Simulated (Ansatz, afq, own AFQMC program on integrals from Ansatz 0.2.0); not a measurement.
## CH₃Si, doublet: a scan with AFQMC

```xyz
5

Si    0.0000   -0.0890    0.5568
C     0.0000    0.0881   -1.1386
H     0.0000    1.0983    1.4676
H     0.0000    1.0786   -1.5870
H     0.0000   -0.7467   -1.8283
```

One side is turned about Si1–C2. Energies in mEh count from this geometry (0.000 °) at the same level; the start stands on ROHF, each point on the determinant named.

Basis cc-pVDZ. Only valence electrons are correlated. Ansatz 0.2.0 and our own AFQMC program on the same integrals; the CISD trial comes from CCSD amplitudes, and released means the phaseless constraint is let go. Uncertainties: one standard error, sampling alone.

Cautions, each for one point or more: a spin-contaminated unrestricted determinant lies lower; higher spins were not checked; strong correlation; the ph-AFQMC/CISD walk drifts between its halves.

```tsv
twist about Si1–C2 / °	det.	T1	weight	CCSD(T)	ph-AFQMC/CISD	released AFQMC	HF	CCSD
13.000	ROHF	0.024	0.86	0.7	1.1 ± 0.9	0.7 ± 1.0*	1.0	0.8
45.900	ROHF	0.023	0.86	9.8	11.0 ± 1.0	10.4 ± 1.1*	13.0	10.3
76.500	ROHF¶	0.117	0.66	30.4	29.8 ± 1.4	28.9 ± 1.8*	30.0	29.2
120.000	ROHF	0.025	0.85	17.2	16.2 ± 1.0	14.2 ± 1.3*	22.1	17.9
180.000	ROHF	0.025	0.86	0.2	0.7 ± 1.0	0.7 ± 1.0*	0.2	0.2
```

Weight is that of the determinant in the CISD state; at the start T1 is 0.024 and the weight 0.86. ¶ marks points with a poor determinant and no full CI, where no value is sure; they don't count among the departures. An asterisk marks released energies that aren't shown to be converged. Symmetry can't show for every point that it stays on the start's state. Largest departures from phaseless AFQMC with a CISD trial: CCSD(T) -1.1 mEh at 45.900 (on ROHF) (within the noise), HF 5.9 mEh at 120.000 (on ROHF), CCSD 1.7 mEh at 120.000 (on ROHF) (within the noise). The walk's constraint bias lies outside its error bars, so these are departures and not errors.

Some points may be missing: those where a free walk finds a much lower state, and past Zn most of those on another determinant than at the start.

A walk keeps the symmetry of its determinant, which the program's search chose and which needn't be the lowest solution, so a lower state of the same spin and another symmetry isn't excluded.
